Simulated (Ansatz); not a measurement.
Rock-salt HfN was calculated with r²SCAN-D4 (Ansatz, a program for electronic structure, PAW).

The input as run:

Ansatz 0.2 input:
```yaml
crystal:
  lattice:
    - [0.0, 2.2276211535, 2.2276211535]
    - [2.2276211535, 0.0, 2.2276211535]
    - [2.2276211535, 2.2276211535, 0.0]
  atoms:
    - { symbol: Hf, position: [0.0, 0.0, 0.0] }
    - { symbol: N, position: [0.5, 0.5, 0.5] }
basis:
  ecutwfc: 560
  ecutrho_ratio: 4
  xc_grid: 3
kpoints:
  mp_grid: { grid: [22, 22, 22] }
hamiltonian:
  xc: r2scan
  dispersion: d4
  pseudopotentials: { kind: paw }
scf:
  occupations: { method: fermi_dirac, width: 0.05 }
  convergence: { dr2_threshold: 0.0000000002 }
output:
  forces: true
  stress: true
  eigenvalues: true
```

Question: How many irreducible k-points, plane waves at Γ does the program set up, and what pressure does the run end with?

Answer: 328 irreducible k-points, 645 plane waves at Γ; P = 12.67 GPa, so the cell is compressed on average and its volume would grow at this level.

From the output:

```
Crystal: 2 atoms, lattice volume = 22.108 Å³
Basis set: ecut = 560 eV, 645 PW (Γ), exchange–correlation on 75×75×75 points (27 copies of the dense FFT grid, shifted against one another)
Bands: 20, of which v1, the nominal top of the filled ones, is band 16 counted from 1 (15 counted from 0)
Symmetry: 48 space group operations
Space group: Fm-3m (ITA 225), of the structure as read, at distance tolerance 2.8e-5 Å
k-points: 328 of 10648
Functional: x = r2scan, c = r2scan; τ floored in thin density (d = 2e-4 eV/Å³)
SCF iter   1: F=—  HF=-16121.746119 eV  |F-HF|=—  |Δ(HF+E_count)|=         —  Δρ=1.12e-2  dr2=2.13e-2  dr2_τ=1.49e-1
SCF iter   2: F=—  HF=-16121.810740 eV  |F-HF|=—  |Δ(HF+E_count)|=   6.46e-2  Δρ=7.63e-3  dr2=1.39e-2  dr2_τ=8.37e-4
  ...
SCF iter   9: F=—  HF=-16121.808957 eV  |F-HF|=—  |Δ(HF+E_count)|=   2.98e-8  Δρ=2.38e-6  dr2=1.05e-9  dr2_τ=1.45e-10
SCF iter  10: F=-16121.808957 eV  HF=-16121.808957 eV  |F-HF|=1.09e-11  |Δ(HF+E_count)|=   1.52e-9  Δρ=3.98e-7  dr2=2.37e-11  dr2_τ=3.42e-12
SCF 1 converged in 10 iterations: F = -16121.808957 eV  dr2 = 2.37e-11
SCF converged after 10 iterations
Free energy (F): -16121.808957 eV
Internal energy: -16121.804264 eV  (E = F + TS)
E sigma→0 (E₀):  -16121.806611 eV
Fermi energy:    25.090145 eV
--- Forces (eV/Å), atoms counted from 1 ---
  atom   1  Hf    -0.00000000     0.00000000    -0.00000000
  atom   2  N      0.00000000    -0.00000000    -0.00000000
--- Stress (GPa, compression-positive) ---
       12.666310      -0.000000      -0.000000
        0.000000      12.666310       0.000000
        0.000000      -0.000000      12.666310
  P = ⅓ Tr σ = 12.6663 GPa (126.663 kbar)
```

The cell is one volume of an energy–volume scan, off the minimum.

The PAW data were made under PBE.
